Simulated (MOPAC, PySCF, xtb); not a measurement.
Scan of AlF3, singlet: umbrella (inversion) coordinate, bond length relaxed. Scanned: angle between the Al-F bonds and the threefold axis (90 = planar). Other coordinates (Al-F bond length) were minimised at B3LYP/def2-TZVP.

Methods: MP2 on RHF/cc-pVDZ, 8 core orbitals frozen (PySCF); GFN1-xTB (xtb); AM1, restricted, heats of formation (MOPAC).

Energies in kcal/mol, each method relative to its own lowest point.

```tsv
a / °	MP2	GFN1-xTB	AM1
90	0.0	0.0	0.0
93	0.5	0.2	0.4
96	[?]	[?]	1.4
99	4.6	1.4	[?]
102	8.3	2.6	5.6
105	13.1	[?]	8.9
108	19.1	6.4	13.1
111	26.3	[?]	18.2
114	35.0	12.6	24.4
117	45.1	16.9	31.8
120	57.0	22.4	40.9
123	70.7	29.3	52.1
126	86.6	37.9	65.8
129	105.2	48.8	83.0
132	126.9	62.5	105.2
```

Task: Fill in the missing entries.

Result: 
- 96, MP2: 2.0
- 96, GFN1-xTB: 0.6
- 99, AM1: 3.2
- 105, GFN1-xTB: 4.3
- 111, GFN1-xTB: 9.1
